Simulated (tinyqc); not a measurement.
Inside a calculation (part 1 of 3). Method: UHF in the sto-6g basis, for CH2, spin multiplicity 3. Computed by tinyqc, a small Python program that keeps every step (integrals from PySCF). Settings: charge = 0, multiplicity = 3, basis = sto-6g, energy threshold = 1e-10, iteration cap = 78, orthogonalisation = canonical, start = atomic densities, DIIS depth = 8, method = UHF. Command: `OMP_NUM_THREADS=1 python tinyqc.py 24299 24300 out.jsonl` (the two numbers bound the seeds that draw the settings). One thread of a shared host (Intel(R) Xeon(R) Processor @ 2.60GHz), about 0.3 s of CPU time with the checks. Later iterations appear only in the table of the cycle.

## One-electron integrals

Geometry (angstrom):
```
atom         x          y         z
C     0.000000   0.000000  0.000000
H     0.000000   0.885000  0.605000
H     0.000000  -0.866000  0.592000
```

Basis sto-6g: exponents (1/bohr^2) and contraction coefficients of normalised primitives:
```
element  l (shell)    exponent  coefficient
C            s (1)  742.737049     0.009164
C            s (1)  136.180025     0.049361
C            s (1)   38.098264     0.168538
C            s (1)   13.087782     0.370563
C            s (1)    5.082369     0.416492
C            s (1)    2.093200     0.130334
C            s (2)   30.497239    -0.013253
C            s (2)    6.036200    -0.046992
C            s (2)    1.876046    -0.033785
C            s (2)    0.721783     0.250242
C            s (2)    0.313471     0.595117
C            s (2)    0.143687     0.240706
C            p (3)   30.497239     0.003760
C            p (3)    6.036200     0.037679
C            p (3)    1.876046     0.173897
C            p (3)    0.721783     0.418036
C            p (3)    0.313471     0.425860
C            p (3)    0.143687     0.101708
H            s (1)   35.523221     0.009164
H            s (1)    6.513144     0.049361
H            s (1)    1.822143     0.168538
H            s (1)    0.625955     0.370563
H            s (1)    0.243077     0.416492
H            s (1)    0.100112     0.130334
```

Overlap, kinetic and nuclear-attraction integrals over the contracted functions; the nuclear repulsion is the sum of Za Zb / Rab.

nuclear repulsion = 6.29065992 hartree

overlap S, order 1C 1s, 1C 2s, 1C 2px, 1C 2py, 1C 2pz, 2H 1s, 3H 1s:
$$\begin{pmatrix}
1.000000 & 0.243228 & 0.000000 & 0.000000 & 0.000000 & 0.067212 & 0.070810 \\
0.243228 & 1.000000 & 0.000000 & 0.000000 & 0.000000 & 0.501738 & 0.515160 \\
0.000000 & 0.000000 & 1.000000 & 0.000000 & 0.000000 & 0.000000 & 0.000000 \\
0.000000 & 0.000000 & 0.000000 & 1.000000 & 0.000000 & 0.390729 & -0.396917 \\
0.000000 & 0.000000 & 0.000000 & 0.000000 & 1.000000 & 0.267109 & 0.271333 \\
0.067212 & 0.501738 & 0.000000 & 0.390729 & 0.267109 & 1.000000 & 0.177020 \\
0.070810 & 0.515160 & 0.000000 & -0.396917 & 0.271333 & 0.177020 & 1.000000
\end{pmatrix}$$

kinetic energy T (hartree), order 1C 1s, 1C 2s, 1C 2px, 1C 2py, 1C 2pz, 2H 1s, 3H 1s:
$$\begin{pmatrix}
16.068641 & -0.492789 & 0.000000 & 0.000000 & 0.000000 & -0.006973 & -0.006177 \\
-0.492789 & 0.492405 & 0.000000 & 0.000000 & 0.000000 & 0.112762 & 0.120786 \\
0.000000 & 0.000000 & 1.479234 & 0.000000 & 0.000000 & 0.000000 & 0.000000 \\
0.000000 & 0.000000 & 0.000000 & 1.479234 & 0.000000 & 0.224430 & -0.235967 \\
0.000000 & 0.000000 & 0.000000 & 0.000000 & 1.479234 & 0.153424 & 0.161307 \\
-0.006973 & 0.112762 & 0.000000 & 0.224430 & 0.153424 & 0.768522 & -0.006420 \\
-0.006177 & 0.120786 & 0.000000 & -0.235967 & 0.161307 & -0.006420 & 0.768522
\end{pmatrix}$$

nuclear attraction V (hartree), order 1C 1s, 1C 2s, 1C 2px, 1C 2py, 1C 2pz, 2H 1s, 3H 1s:
$$\begin{pmatrix}
-35.006037 & -3.861183 & 0.000000 & 0.000677 & -0.021320 & -1.206650 & -1.272612 \\
-3.861183 & -6.126129 & 0.000000 & 0.004479 & -0.203027 & -2.658475 & -2.750769 \\
0.000000 & 0.000000 & -6.036764 & 0.000000 & 0.000000 & 0.000000 & 0.000000 \\
0.000677 & 0.004479 & 0.000000 & -6.219040 & 0.002403 & -1.921369 & 1.971131 \\
-0.021320 & -0.203027 & 0.000000 & 0.002403 & -6.121946 & -1.368030 & -1.402829 \\
-1.206650 & -2.658475 & 0.000000 & -1.921369 & -1.368030 & -4.434670 & -0.859721 \\
-1.272612 & -2.750769 & 0.000000 & 1.971131 & -1.402829 & -0.859721 & -4.491402
\end{pmatrix}$$

core Hamiltonian H = T + V (hartree), order 1C 1s, 1C 2s, 1C 2px, 1C 2py, 1C 2pz, 2H 1s, 3H 1s:
$$\begin{pmatrix}
-18.937397 & -4.353972 & 0.000000 & 0.000677 & -0.021320 & -1.213622 & -1.278789 \\
-4.353972 & -5.633724 & 0.000000 & 0.004479 & -0.203027 & -2.545713 & -2.629983 \\
0.000000 & 0.000000 & -4.557529 & 0.000000 & 0.000000 & 0.000000 & 0.000000 \\
0.000677 & 0.004479 & 0.000000 & -4.739806 & 0.002403 & -1.696939 & 1.735165 \\
-0.021320 & -0.203027 & 0.000000 & 0.002403 & -4.642711 & -1.214606 & -1.241522 \\
-1.213622 & -2.545713 & 0.000000 & -1.696939 & -1.214606 & -3.666148 & -0.866142 \\
-1.278789 & -2.629983 & 0.000000 & 1.735165 & -1.241522 & -0.866142 & -3.722880
\end{pmatrix}$$

## Two-electron integrals

Functions are numbered as in S; the eight-fold symmetry (ij|kl) = (ji|kl) = (kl|ij) leaves the list below.

Two-electron integrals (ij|kl) in chemists' order, unique and non-zero (hartree):
```
(11|11) 3.543743    (21|11) 0.529462    (21|21) 0.100317    (22|11) 0.853596
(22|21) 0.199930    (22|22) 0.624844    (31|31) 0.021271    (32|31) 0.031868
(32|32) 0.138108    (33|11) 0.853598    (33|21) 0.199930    (33|22) 0.624843
(33|33) 0.673218    (41|41) 0.021271    (42|41) 0.031868    (42|42) 0.138108
(43|43) 0.036281    (44|11) 0.853598    (44|21) 0.199930    (44|22) 0.624843
(44|33) 0.600655    (44|44) 0.673218    (51|51) 0.021271    (52|51) 0.031868
(52|52) 0.138108    (53|53) 0.036281    (54|54) 0.036281    (55|11) 0.853598
(55|21) 0.199930    (55|22) 0.624843    (55|33) 0.600655    (55|44) 0.600655
(55|55) 0.673218    (61|11) 0.154735    (61|21) 0.028192    (61|22) 0.055171
(61|33) 0.054961    (61|41) 0.001521    (61|42) 0.002925    (61|44) 0.055390
(61|51) 0.001040    (61|52) 0.002000    (61|54) 0.000293    (61|55) 0.055162
(61|61) 0.008148    (62|11) 0.341756    (62|21) 0.081078    (62|22) 0.275614
(62|33) 0.269362    (62|41) 0.006776    (62|42) 0.043662    (62|44) 0.282144
(62|51) 0.004632    (62|52) 0.029848    (62|54) 0.008738    (62|55) 0.275336
(62|61) 0.023448    (62|62) 0.155405    (63|31) 0.009061    (63|32) 0.045248
(63|43) 0.008704    (63|53) 0.005950    (63|63) 0.019910    (64|11) 0.232914
(64|21) 0.056075    (64|22) 0.201914    (64|33) 0.191748    (64|41) 0.013151
(64|42) 0.074994    (64|44) 0.218077    (64|51) 0.002795    (64|52) 0.020335
(64|54) 0.012049    (64|55) 0.195917    (64|61) 0.017073    (64|62) 0.135425
(64|64) 0.135781    (65|11) 0.159223    (65|21) 0.038334    (65|22) 0.138032
(65|33) 0.131082    (65|41) 0.002795    (65|42) 0.020335    (65|44) 0.137180
(65|51) 0.010972    (65|52) 0.059149    (65|54) 0.012873    (65|55) 0.145832
(65|61) 0.011671    (65|62) 0.092578    (65|64) 0.079211    (65|65) 0.074060
(66|11) 0.481405    (66|21) 0.116443    (66|22) 0.446201    (66|33) 0.422536
(66|41) 0.012918    (66|42) 0.108438    (66|44) 0.470920    (66|51) 0.008831
(66|52) 0.074130    (66|54) 0.033077    (66|55) 0.445147    (66|61) 0.034367
(66|62) 0.310839    (66|64) 0.300268    (66|65) 0.205268    (66|66) 0.774999
(71|11) 0.163148    (71|21) 0.029718    (71|22) 0.058133    (71|33) 0.057912
(71|41) -0.001601   (71|42) -0.003076   (71|44) 0.058365    (71|51) 0.001095
(71|52) 0.002103    (71|54) -0.000309   (71|55) 0.058124    (71|61) 0.008337
(71|62) 0.023191    (71|64) 0.015178    (71|65) 0.011539    (71|66) 0.033091
(71|71) 0.009054    (72|11) 0.354005    (72|21) 0.083947    (72|22) 0.284575
(72|33) 0.278194    (72|41) -0.007004   (72|42) -0.044767   (72|44) 0.291239
(72|51) 0.004788    (72|52) 0.030603    (72|54) -0.008918   (72|55) 0.284290
(72|61) 0.022789    (72|62) 0.119359    (72|64) 0.073900    (72|65) 0.069177
(72|66) 0.190073    (72|71) 0.025574    (72|72) 0.164484    (73|31) 0.009469
(73|32) 0.047026    (73|43) -0.008967   (73|53) 0.006130    (73|63) 0.014555
(73|73) 0.021311    (74|11) -0.238907   (74|21) -0.057502   (74|22) -0.206488
(74|33) -0.196076   (74|41) 0.013670    (74|42) 0.077313    (74|44) -0.223076
(74|51) -0.002872   (74|52) -0.020704   (74|54) 0.012327    (74|55) -0.200312
(74|61) -0.014754   (74|62) -0.072867   (74|64) -0.031766   (74|65) -0.041328
(74|66) -0.104938   (74|71) -0.018460   (74|72) -0.142031   (74|74) 0.141745
(75|11) 0.163318    (75|21) 0.039309    (75|22) 0.141156    (75|33) 0.134038
(75|41) -0.002872   (75|42) -0.020704   (75|44) 0.140235    (75|51) 0.011432
(75|52) 0.061179    (75|54) -0.013204   (75|55) 0.149194    (75|61) 0.011241
(75|62) 0.068723    (75|64) 0.041594    (75|65) 0.053519    (75|66) 0.116830
(75|71) 0.012619    (75|72) 0.097093    (75|74) -0.082329   (75|75) 0.077591
(76|11) 0.107617    (76|21) 0.025613    (76|22) 0.090146    (76|33) 0.087702
(76|41) 0.000017    (76|42) 0.000161    (76|44) 0.090146    (76|51) 0.002412
(76|52) 0.016479    (76|54) 0.000047    (76|55) 0.092590    (76|61) 0.007246
(76|62) 0.046601    (76|64) 0.035051    (76|65) 0.030466    (76|66) 0.088179
(76|71) 0.007631    (76|72) 0.047765    (76|74) -0.035425   (76|75) 0.031005
(76|76) 0.016789    (77|11) 0.490768    (77|21) 0.118649    (77|22) 0.452572
(77|33) 0.428586    (77|41) -0.013313   (77|42) -0.110149   (77|44) 0.477627
(77|51) 0.009101    (77|52) 0.075298    (77|54) -0.033524   (77|55) 0.451504
(77|61) 0.031993    (77|62) 0.186580    (77|64) 0.104490    (77|65) 0.115470
(77|66) 0.299667    (77|71) 0.036911    (77|72) 0.321154    (77|74) -0.307661
(77|75) 0.210318    (77|76) 0.088179    (77|77) 0.774999
```

## Orthogonalisation

S = U s U^T; canonical form X = U s^(-1/2), so that X^T S X = 1. Each column of U has its largest component positive (the first on a tie).

eigenvalues of S: [0.256602, 0.348103, 0.870148, 1.000000, 1.092928, 1.475335, 1.956884]

X, order 1C 1s, 1C 2s, 1C 2px, 1C 2py, 1C 2pz, 2H 1s, 3H 1s:
$$\begin{pmatrix}
-0.264669 & -0.024352 & 0.790990 & 0.000000 & -0.595053 & 0.001855 & 0.160483 \\
1.322075 & 0.086962 & -0.339538 & 0.000000 & -0.292919 & 0.005245 & 0.425759 \\
0.000000 & 0.000000 & 0.000000 & 1.000000 & 0.000000 & 0.000000 & 0.000000 \\
-0.097995 & 1.097188 & 0.000916 & 0.000000 & -0.003804 & 0.626121 & -0.006915 \\
0.653849 & 0.045252 & 0.604754 & 0.000000 & 0.669595 & 0.004566 & 0.203821 \\
-0.816661 & -0.970493 & -0.147151 & 0.000000 & 0.116026 & 0.384908 & 0.356617 \\
-0.987467 & 0.846661 & -0.144557 & 0.000000 & 0.115108 & -0.370915 & 0.367729
\end{pmatrix}$$

## Starting guess

The start is atomic minimal-basis densities projected into this basis (PySCF's MINAO start) and scaled to the electron count of each spin; this density is not idempotent, so its energy is not variational and may lie below the converged one.

D(alpha) at the start, order 1C 1s, 1C 2s, 1C 2px, 1C 2py, 1C 2pz, 2H 1s, 3H 1s:
$$\begin{pmatrix}
1.335432 & -0.308454 & 0.000000 & -0.000185 & 0.008807 & -0.014223 & -0.014548 \\
-0.308454 & 1.277088 & 0.000000 & 0.000731 & -0.035485 & 0.053158 & 0.053734 \\
0.000000 & 0.000000 & 0.411533 & 0.000000 & 0.000000 & 0.000000 & 0.000000 \\
-0.000185 & 0.000731 & 0.000000 & 0.368991 & 0.000249 & 0.030658 & -0.030045 \\
0.008807 & -0.035485 & 0.000000 & 0.000249 & 0.391465 & 0.013095 & 0.012816 \\
-0.014223 & 0.053158 & 0.000000 & 0.030658 & 0.013095 & 0.594399 & 0.029594 \\
-0.014548 & 0.053734 & 0.000000 & -0.030045 & 0.012816 & 0.029594 & 0.594171
\end{pmatrix}$$

D(beta) at the start, order 1C 1s, 1C 2s, 1C 2px, 1C 2py, 1C 2pz, 2H 1s, 3H 1s:
$$\begin{pmatrix}
0.801259 & -0.185072 & 0.000000 & -0.000111 & 0.005284 & -0.008534 & -0.008729 \\
-0.185072 & 0.766253 & 0.000000 & 0.000439 & -0.021291 & 0.031895 & 0.032240 \\
0.000000 & 0.000000 & 0.246920 & 0.000000 & 0.000000 & 0.000000 & 0.000000 \\
-0.000111 & 0.000439 & 0.000000 & 0.221395 & 0.000150 & 0.018395 & -0.018027 \\
0.005284 & -0.021291 & 0.000000 & 0.000150 & 0.234879 & 0.007857 & 0.007690 \\
-0.008534 & 0.031895 & 0.000000 & 0.018395 & 0.007857 & 0.356639 & 0.017756 \\
-0.008729 & 0.032240 & 0.000000 & -0.018027 & 0.007690 & 0.017756 & 0.356502
\end{pmatrix}$$

## Iteration 1: building the Fock matrix

J_ij = sum D_kl (ij|kl) with D = D(alpha) + D(beta), K_ij = sum D_kl (ik|jl) for each spin; F = H + J - K(s); E = tr D H + tr D J / 2 - 0.5 sum_s tr D(s) K(s) + E_nn.

Coulomb J (hartree), order 1C 1s, 1C 2s, 1C 2px, 1C 2py, 1C 2pz, 2H 1s, 3H 1s:
$$\begin{pmatrix}
11.492261 & 2.081482 & 0.000000 & -0.000379 & 0.017251 & 0.593753 & 0.625922 \\
2.081482 & 5.079966 & 0.000000 & -0.001601 & 0.147985 & 2.275821 & 2.349507 \\
0.000000 & 0.000000 & 5.032127 & 0.000000 & 0.000000 & 0.000000 & 0.000000 \\
-0.000379 & -0.001601 & 0.000000 & 5.130122 & -0.000431 & 1.674441 & -1.712238 \\
0.017251 & 0.147985 & 0.000000 & -0.000431 & 5.077652 & 1.188204 & 1.215102 \\
0.593753 & 2.275821 & 0.000000 & 1.674441 & 1.188204 & 3.818267 & 0.750149 \\
0.625922 & 2.349507 & 0.000000 & -1.712238 & 1.215102 & 0.750149 & 3.861878
\end{pmatrix}$$

exchange K(alpha) (hartree), order 1C 1s, 1C 2s, 1C 2px, 1C 2py, 1C 2pz, 2H 1s, 3H 1s:
$$\begin{pmatrix}
4.566845 & 0.740801 & 0.000000 & -0.000817 & 0.016235 & 0.237312 & 0.249789 \\
0.740801 & 1.229708 & 0.000000 & -0.003874 & 0.119257 & 0.680853 & 0.700834 \\
0.000000 & 0.000000 & 0.525840 & 0.000000 & 0.000000 & 0.000000 & 0.000000 \\
-0.000817 & -0.003874 & 0.000000 & 0.668634 & -0.001738 & 0.325164 & -0.333107 \\
0.016235 & 0.119257 & 0.000000 & -0.001738 & 0.591719 & 0.258835 & 0.263794 \\
0.237312 & 0.680853 & 0.000000 & 0.325164 & 0.258835 & 0.811218 & 0.297694 \\
0.249789 & 0.700834 & 0.000000 & -0.333107 & 0.263794 & 0.297694 & 0.827411
\end{pmatrix}$$

exchange K(beta) (hartree), order 1C 1s, 1C 2s, 1C 2px, 1C 2py, 1C 2pz, 2H 1s, 3H 1s:
$$\begin{pmatrix}
2.740107 & 0.444481 & 0.000000 & -0.000490 & 0.009741 & 0.142387 & 0.149873 \\
0.444481 & 0.737825 & 0.000000 & -0.002325 & 0.071554 & 0.408512 & 0.420501 \\
0.000000 & 0.000000 & 0.315504 & 0.000000 & 0.000000 & 0.000000 & 0.000000 \\
-0.000490 & -0.002325 & 0.000000 & 0.401181 & -0.001043 & 0.195098 & -0.199864 \\
0.009741 & 0.071554 & 0.000000 & -0.001043 & 0.355031 & 0.155301 & 0.158277 \\
0.142387 & 0.408512 & 0.000000 & 0.195098 & 0.155301 & 0.486731 & 0.178616 \\
0.149873 & 0.420501 & 0.000000 & -0.199864 & 0.158277 & 0.178616 & 0.496447
\end{pmatrix}$$

F(alpha) (hartree), order 1C 1s, 1C 2s, 1C 2px, 1C 2py, 1C 2pz, 2H 1s, 3H 1s:
$$\begin{pmatrix}
-12.011980 & -3.013291 & 0.000000 & 0.001116 & -0.020304 & -0.857181 & -0.902655 \\
-3.013291 & -1.783466 & 0.000000 & 0.006753 & -0.174300 & -0.950746 & -0.981311 \\
0.000000 & 0.000000 & -0.051242 & 0.000000 & 0.000000 & 0.000000 & 0.000000 \\
0.001116 & 0.006753 & 0.000000 & -0.278319 & 0.003709 & -0.347662 & 0.356034 \\
-0.020304 & -0.174300 & 0.000000 & 0.003709 & -0.156777 & -0.285237 & -0.290214 \\
-0.857181 & -0.950746 & 0.000000 & -0.347662 & -0.285237 & -0.659099 & -0.413686 \\
-0.902655 & -0.981311 & 0.000000 & 0.356034 & -0.290214 & -0.413686 & -0.688413
\end{pmatrix}$$

F(beta) (hartree), order 1C 1s, 1C 2s, 1C 2px, 1C 2py, 1C 2pz, 2H 1s, 3H 1s:
$$\begin{pmatrix}
-10.185242 & -2.716970 & 0.000000 & 0.000789 & -0.013809 & -0.762256 & -0.802739 \\
-2.716970 & -1.291582 & 0.000000 & 0.005203 & -0.126597 & -0.678404 & -0.700977 \\
0.000000 & 0.000000 & 0.159093 & 0.000000 & 0.000000 & 0.000000 & 0.000000 \\
0.000789 & 0.005203 & 0.000000 & -0.010865 & 0.003014 & -0.217596 & 0.222791 \\
-0.013809 & -0.126597 & 0.000000 & 0.003014 & 0.079910 & -0.181703 & -0.184696 \\
-0.762256 & -0.678404 & 0.000000 & -0.217596 & -0.181703 & -0.334612 & -0.294609 \\
-0.802739 & -0.700977 & 0.000000 & 0.222791 & -0.184696 & -0.294609 & -0.357449
\end{pmatrix}$$

total energy of this density = -39.09533208 hartree

This density is the starting one; it is not idempotent, so its energy is not variational and may lie below the converged one.

## Iteration 1: diagonalisation and new density

Diagonalise F' = X^T F X, C = X C', fill 5 alpha and 3 beta electrons from the bottom; D(s) = C_occ C_occ^T. Each column has its largest component positive (the first on a tie).

F' = X^T F X (alpha) (hartree):
$$\begin{pmatrix}
0.471304 & -0.032174 & 0.776716 & 0.000000 & -0.410366 & -0.007952 & 0.011669 \\
-0.032174 & 0.639993 & 0.088339 & 0.000000 & -0.057748 & 0.096110 & 0.009688 \\
0.776716 & 0.088339 & -5.837815 & 0.000000 & 5.301707 & -0.019518 & -2.274575 \\
0.000000 & 0.000000 & 0.000000 & -0.051242 & 0.000000 & 0.000000 & 0.000000 \\
-0.410366 & -0.057748 & 5.301707 & 0.000000 & -5.187804 & 0.022010 & 2.426704 \\
-0.007952 & 0.096110 & -0.019518 & 0.000000 & 0.022010 & -0.516402 & -0.010099 \\
0.011669 & 0.009688 & -2.274575 & 0.000000 & 2.426704 & -0.010099 & -2.253711
\end{pmatrix}$$

orbital energies (alpha) (hartree): MO1 -12.012838, MO2 -1.214446, MO3 -0.524282, MO4 -0.199439, MO5 -0.051242, MO6 0.609214, MO7 0.657358

coefficients C (alpha), order 1C 1s, 1C 2s, 1C 2px, 1C 2py, 1C 2pz, 2H 1s, 3H 1s:
$$\begin{pmatrix}
0.997773 & -0.219451 & -0.001538 & 0.105729 & 0.000000 & 0.137388 & 0.048875 \\
0.009054 & 0.736910 & 0.011171 & -0.593335 & 0.000000 & -1.044698 & -0.388778 \\
0.000000 & 0.000000 & 0.000000 & 0.000000 & 1.000000 & 0.000000 & 0.000000 \\
-0.000096 & -0.004368 & 0.533508 & -0.001233 & 0.000000 & -0.370017 & 1.088095 \\
0.001893 & 0.100263 & -0.000857 & 0.760091 & 0.000000 & -0.786898 & -0.279664 \\
-0.000110 & 0.224103 & 0.455030 & 0.287600 & 0.000000 & 1.144479 & -0.519055 \\
-0.000096 & 0.233681 & -0.448238 & 0.283696 & 0.000000 & 0.588348 & 1.147481
\end{pmatrix}$$

F' = X^T F X (beta) (hartree):
$$\begin{pmatrix}
0.688716 & -0.024312 & 0.548075 & 0.000000 & -0.264480 & -0.007812 & 0.022649 \\
-0.024312 & 0.783314 & 0.066333 & 0.000000 & -0.043139 & 0.095882 & 0.009965 \\
0.548075 & 0.066333 & -4.732243 & 0.000000 & 4.575454 & -0.017328 & -2.048960 \\
0.000000 & 0.000000 & 0.000000 & 0.159093 & 0.000000 & 0.000000 & 0.000000 \\
-0.264480 & -0.043139 & 4.575454 & 0.000000 & -4.333161 & 0.019455 & 2.168082 \\
-0.007812 & 0.095882 & -0.017328 & 0.000000 & 0.019455 & -0.227335 & -0.009169 \\
0.022649 & 0.009965 & -2.048960 & 0.000000 & 2.168082 & -0.009169 & -1.717148
\end{pmatrix}$$

orbital energies (beta) (hartree): MO1 -10.192381, MO2 -0.722660, MO3 -0.236302, MO4 0.040935, MO5 0.159093, MO6 0.769248, MO7 0.803302

coefficients C (beta), order 1C 1s, 1C 2s, 1C 2px, 1C 2py, 1C 2pz, 2H 1s, 3H 1s:
$$\begin{pmatrix}
0.992284 & -0.225548 & -0.001575 & 0.117718 & 0.000000 & 0.143951 & 0.077927 \\
0.034903 & 0.687484 & 0.010460 & -0.599822 & 0.000000 & -0.996417 & -0.557885 \\
0.000000 & 0.000000 & 0.000000 & 0.000000 & 1.000000 & 0.000000 & 0.000000 \\
-0.000259 & -0.004499 & 0.520355 & -0.001763 & 0.000000 & -0.536376 & 1.023242 \\
0.005862 & 0.097131 & -0.000514 & 0.766972 & 0.000000 & -0.729123 & -0.394816 \\
-0.008062 & 0.257946 & 0.465907 & 0.270030 & 0.000000 & 1.204696 & -0.333705 \\
-0.008373 & 0.268495 & -0.457341 & 0.266490 & 0.000000 & 0.403442 & 1.218102
\end{pmatrix}$$

D(alpha) after iteration 1, order 1C 1s, 1C 2s, 1C 2px, 1C 2py, 1C 2pz, 2H 1s, 3H 1s:
$$\begin{pmatrix}
1.054890 & -0.215432 & 0.000000 & -0.000088 & 0.060251 & -0.019582 & -0.020693 \\
-0.215432 & 0.895290 & 0.000000 & 0.003472 & -0.377096 & -0.000417 & -0.001133 \\
0.000000 & 0.000000 & 1.000000 & 0.000000 & 0.000000 & 0.000000 & 0.000000 \\
-0.000088 & 0.003472 & 0.000000 & 0.284652 & -0.001832 & 0.241429 & -0.240509 \\
0.060251 & -0.377096 & 0.000000 & -0.001832 & 0.587795 & 0.240681 & 0.239448 \\
-0.019582 & -0.000417 & 0.000000 & 0.241429 & 0.240681 & 0.339988 & -0.070002 \\
-0.020693 & -0.001133 & 0.000000 & -0.240509 & 0.239448 & -0.070002 & 0.336008
\end{pmatrix}$$

D(beta) after iteration 1, order 1C 1s, 1C 2s, 1C 2px, 1C 2py, 1C 2pz, 2H 1s, 3H 1s:
$$\begin{pmatrix}
1.035502 & -0.120443 & 0.000000 & -0.000062 & -0.016090 & -0.066913 & -0.068147 \\
-0.120443 & 0.473962 & 0.000000 & 0.002341 & 0.066975 & 0.181926 & 0.179510 \\
0.000000 & 0.000000 & 0.000000 & 0.000000 & 0.000000 & 0.000000 & 0.000000 \\
-0.000062 & 0.002341 & 0.000000 & 0.270789 & -0.000706 & 0.241278 & -0.239186 \\
-0.016090 & 0.066975 & 0.000000 & -0.000706 & 0.009469 & 0.024768 & 0.026265 \\
-0.066913 & 0.181926 & 0.000000 & 0.241278 & 0.024768 & 0.283670 & -0.143754 \\
-0.068147 & 0.179510 & 0.000000 & -0.239186 & 0.026265 & -0.143754 & 0.281321
\end{pmatrix}$$
